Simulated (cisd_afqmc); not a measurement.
Input (AFQMC/CISD/cc-pV(T+d)Z; cisd_afqmc is a phaseless AFQMC code with CISD trial states that reads the integrals written by Ansatz): A basis named .json is the Basis Set Exchange file of that set.

Ansatz 0.2 input:
```python
import cisd_afqmc

open("ham.yaml", "w").write("""\
crystal:
  periodic: [false, false, false]
  atoms:
    - {symbol: Si, position_ang: [-0.00000000, -0.00000000, 0.00000000]}
    - {symbol: H, position_ang: [0.87559489, 0.85467525, 0.83309847]}
    - {symbol: H, position_ang: [-0.82219976, -0.86546541, 0.87529791]}
    - {symbol: H, position_ang: [-0.88619780, 0.85452031, -0.82197187]}
    - {symbol: H, position_ang: [0.83280267, -0.84373015, -0.88642451]}
basis:
  gaussian:
    orbitals: cc-pV_T+d_Z.json
magnetization: {spin_polarized: false}
correlation: {method: ccsd, electrons: outside_noble_gas, hamiltonian_folder: ham}
""")
rep = cisd_afqmc.ansatz("ham.yaml")
e_ccsd = rep["correlation"]["coupled_cluster"]["energy"]["hartree"]
out = cisd_afqmc.run("ham", e_ccsd, trial="CISD", walkers=200, populations=8, threads=8, dt=0.005, steps=40, early=24, settle=10, least=48,
    target=0.0004, seconds=1500, seed=1, memory=12960, gpu=False)
```

Output:

```
orbitals 90, occupied [4], factors 524 of 532, rank of the doubles 227 of 344
E(HF) = -291.263559
E(CCSD) on the cut factors = -291.436318, shift to the whole factors -0.000000
Energy of the trial state on the determinant = -291.436318
  tau behind 7.2 of longer steps, mean of the populations' last blocks
   2.0  -291.44092
   4.0  -291.44089
   6.0  -291.44074
   8.0  -291.44086
  10.0  -291.44081
blocks 414 (0 outliers left out), error by blocks joined: 1: 0.00004, 2: 0.00006, 4: 0.00007, 8: 0.00009, 16: 0.00009
E(AFQMC/CISD) = -291.44075 +/- 0.00009
```
